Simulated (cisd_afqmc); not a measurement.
Input (AFQMC/CISD/aug-cc-pVDZ; cisd_afqmc is a phaseless AFQMC code with CISD trial states that reads the integrals written by Ansatz):

Ansatz 0.2 input:
```python
import cisd_afqmc

open("ham.yaml", "w").write("""\
crystal:
  periodic: [false, false, false]
  atoms:
    - {symbol: N, position_ang: [-0.00000000, -0.00000000, 0.11288970]}
    - {symbol: H, position_ang: [-0.00000000, 0.93802422, -0.26340930]}
    - {symbol: H, position_ang: [0.81235281, -0.46901211, -0.26340930]}
    - {symbol: H, position_ang: [-0.81235281, -0.46901211, -0.26340930]}
basis:
  gaussian:
    orbitals: aug-cc-pVDZ
magnetization: {spin_polarized: false}
correlation: {method: ccsd, electrons: outside_noble_gas, hamiltonian_folder: ham}
""")
rep = cisd_afqmc.ansatz("ham.yaml")
e_ccsd = rep["correlation"]["coupled_cluster"]["energy"]["hartree"]
out = cisd_afqmc.run("ham", e_ccsd, trial="CISD", walkers=200, populations=8, threads=8, dt=0.005, steps=40, early=24, settle=10, least=32,
    cut=5e-5, rank_cut=2e-4, target=0.0004, seconds=1500, seed=1, memory=12960, gpu=False)
```

Output:

```
orbitals 49, occupied [4], factors 273 of 479, rank of the doubles 78 of 180
E(HF) = -56.205464
E(CCSD) on the cut factors = -56.419683, shift to the whole factors -0.000011
Energy of the trial state on the determinant = -56.419690
  tau behind 7.2 of longer steps, mean of the populations' last blocks
   2.0  -56.42593
   4.0  -56.42572
   6.0  -56.42573
   8.0  -56.42505
blocks 262 (0 outliers left out), error by blocks joined: 1: 0.00014, 2: 0.00018, 4: 0.00024, 8: 0.00027, 16: 0.00031
E(AFQMC/CISD) = -56.42559 +/- 0.00031
```
